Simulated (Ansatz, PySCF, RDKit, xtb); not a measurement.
# C2H2Al: from the formula to a structure

Given the formula C2H2Al (odd number of electrons) and nothing else, which arrangement of the atoms is the most stable in the gas at 298.15 K, and what are its properties?

The funnel: GFN2-xTB relaxations, single points with a density functional, relaxations at B3LYP-D4/def2-TZVP, harmonic vibrations, and a last energy at a higher level. All values are calculated.

6 further runs of the same task are left out: 6 set aside as unsound or not needed.

## (1) Drawing up candidates

A program enumerates the bonding patterns with one Lewis structure each (two rings at most, one unusual centre or charged pair), with their diastereomers. O–O, O–halogen and N–halogen bonds and N–N–N chains are not drawn. That gives 8 candidates.

```tsv
label	SMILES	spin
c108	[C]#[C][AlH2]	doublet
c177	[C]1=[CH][AlH]1	doublet
c249	C#[C][AlH]	doublet
c265	C=[C][Al]	doublet
c379	[C]1[CH2][Al]1	doublet
c453	[CH]=[CH][Al]	doublet
c663	[CH]1=[CH][Al]1	doublet
c954	[C]=[CH][AlH]	doublet
```

Candidates are built by distance geometry, with a force field where one applies, in up to four conformers (letters a to d). 6 starts with atoms placed at random are added, to find patterns that the rules miss.

Q: Predict the outcome of this search (final energies at CCSD(T)/def2-TZVP).

| quantity | value |
| --- | --- |
| lowest structure found | C#[C][AlH], doublet, Cs |
| next finalist | C=[C][Al], doublet, 4.7 kcal/mol higher in G |
| share at equilibrium, among the finalists | 100.0 % |
| harmonic wavenumbers, lowest and highest (B3LYP-D4/def2-TZVP) | 183 and 3445 cm⁻¹ |
| rotational constants, same geometry | 9.134, 0.1647, 0.1618 cm⁻¹ |
| dipole moment (PBE0/def2-TZVPD) | 0.54 D |
| HOMO energy (highest over α and β) (PBE0/def2-TZVPD) | -5.74 eV |
| LUMO energy (lowest over α and β) (PBE0/def2-TZVPD) | -2.37 eV |
| lowest excitation (TD-B3LYP/def2-SVPD) | 1.97 eV (f = 0.021) |
| strongest of the states computed, same level | 4.45 eV (f = 0.069) |
| vertical ionisation energy (to the singlet cation) | 7.91 eV |
| vertical electron affinity | 0.79 eV |
| vertical quartet less doublet | +4.22 eV |

The search ends on `C#[C][AlH]`. Among the finalists first place is clear (4.7 kcal/mol); structures outside the list aren't covered. GFN2-xTB, r2SCAN-D4/def2-SVP and MP2/def2-TZVP already put its bonding pattern lowest among the structures in one piece; HF/STO-3G, B3LYP-D4/def2-TZVP and HF/def2-TZVP favour the doublet C=[C][Al]. A large T1 diagnostic among the finalists warns that one reference determinant may not suffice. It concerns: the finalist C=[C][Al] (doublet). The stability test raises a flag; for an open shell a flag towards a general spinor solution can be the free rotation of the spin. Lowest found is not proven lowest: the search is finite, and each finalist counts with one conformer.
